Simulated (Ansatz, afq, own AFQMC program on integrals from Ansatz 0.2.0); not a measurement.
## CH2B⁻, triplet in aug-cc-pVDZ, levels against CCSDT(Q)

| atom | x (Å) | y (Å) | z (Å) |
| --- | --- | --- | --- |
| B | 0.0000 | 0.0000 | 0.8265 |
| C | 0.0000 | 0.0000 | -0.5553 |
| H | 0.0000 | -0.9252 | -1.1237 |
| H | 0.0000 | 0.9252 | -1.1237 |

Connectivity, by distances: B–CH2.

Basis aug-cc-pVDZ. Noble-gas cores (and the filled d shells of Ga–Kr and In–Xe) are frozen. Ansatz 0.2.0 and our own AFQMC program on the same integrals; the CISD trial comes from CCSD amplitudes, and released means the phaseless constraint is let go. Error bars are statistical, one sigma.

Determinant: UHF, the one that the program's search chose, which needn't be the lowest solution. The geometry is a PBE0/def2-TZVP stationary point of this or a neighbouring charge and spin state.

No full CI on the walks' own integrals is used here; CCSDT(Q) serves as the reference and is uncertain by about the last step of the cluster series.

Cautions: another spin lies lower (by 1.73 eV); at this level and basis the anion state lies above a neutral one; unrestricted determinant spin contaminated (⟨S²⟩ 2.14 against 2.00).

* T1 diagnostic: 0.0359
* weight of the determinant in the CISD state: 0.866
* ⟨S²⟩ of the determinant: 2.139
* size of the correlated space: 10 electrons in 62 orbitals

| level | correlation energy (eV) |
| --- | --- |
| MP2 | -5.5056 |
| CCSD | -6.2198 |
| CCSD(T) | -6.4847 |

Estimate where phaseless AFQMC with the Hartree–Fock trial lies against CCSD(T) on the same integrals.

0.04 ± 0.91 mEh below CCSD(T). The gap is under twice the noise, so this walk alone can't tell the two apart.

Reference: CCSDT(Q), correlation energy -6.537 eV. The released energy is read at 2.40 1/Eh (meV from the phaseless value at times in 1/Eh: -6 ± 5 at 0.24, -11 ± 3 at 0.51, -11 ± 3 at 0.99, -10 ± 4 at 1.62, -6 ± 4 at 2.40).

| level | E − E(reference) (mEh) | share of correlation (%) |
| --- | --- | --- |
| CCSD(T) | 1.92 | 99.20 |
| CCSDT | 0.68 | 99.72 |
| ph-AFQMC/HF | 1.89 ± 0.91 | 99.21 |
| ph-AFQMC/CISD | 0.51 ± 0.19 | 99.79 |
| released AFQMC | 0.31 ± 0.15 | 99.87 |

A walk keeps the symmetry of its determinant, which the program's search chose and which needn't be the lowest solution, so a lower state of the same spin and another symmetry isn't excluded. Released energies are given only where the last usable release times agree within the noise; a slower fall can still hide under it.
